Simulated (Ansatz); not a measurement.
Results of the Gaussian-basis code of Ansatz.

A structure relaxed at PBE0-D4/def2-TZVP, charge 0, multiplicity 1:

```xyz
10

C    -0.5448    1.2598   -0.7802
S     1.0415    0.7140   -0.1443
C     0.5075   -0.6008    0.9549
S    -0.3194   -2.0195    0.1902
H    -1.1505    1.7164    0.0047
H    -0.3396    2.0049   -1.5490
H    -1.0806    0.4210   -1.2266
H     1.3992   -0.9272    1.4900
H    -0.2033   -0.2190    1.6913
H     0.6899   -2.3496   -0.6311
```

(1) Give its formula and SMILES.

(2) Summarise the bond lengths by kind.

Answers

(1) C2H6S2, `CSCS`.

(2) 3 × C–S 1.794 to 1.811 Å; 5 × C–H 1.090 to 1.092 Å; 1 × H–S 1.342 Å.
